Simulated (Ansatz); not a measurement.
Mulliken charges of C$_{2}$H$_{4}$N$_{2}$O, SMILES `N=C=C(N)O` from PBE/def2-TZVPP in Ansatz (PBE0-D4/def2-TZVP geometry).

| atom | x (Å) | y (Å) | z (Å) | charge (e) |
| --- | --- | --- | --- | --- |
| N1 | 0.060 | 2.089 | -0.524 | -0.179 |
| C2 | -0.039 | 0.921 | -0.136 | -0.154 |
| C3 | 0.029 | -0.322 | 0.282 | 0.163 |
| N4 | -0.110 | -1.440 | -0.545 | -0.281 |
| O5 | 0.121 | -0.665 | 1.608 | -0.253 |
| H6 | -0.845 | 2.535 | -0.702 | 0.181 |
| H7 | -0.458 | -1.209 | -1.463 | 0.160 |
| H8 | 0.740 | -1.986 | -0.611 | 0.165 |
| H9 | 0.591 | 0.031 | 2.075 | 0.199 |

By hand: the dipole of these point charges (1 e Å = 4.8032 D).

Σ q r = (0.014, -0.051, -0.142) e Å, of length 0.152 e Å = 0.73 D.

How does the dipole of the full density compare? (Best estimate.)

Computed: (0.016, -0.010, -0.140) e Å, 0.68 D; the point charges give 1.07 times that, at 16° from its direction.

Point charges leave out the atoms' own dipoles, such as those of lone pairs, and Mulliken's split depends on the basis, so the close match here is no proof of good charges.
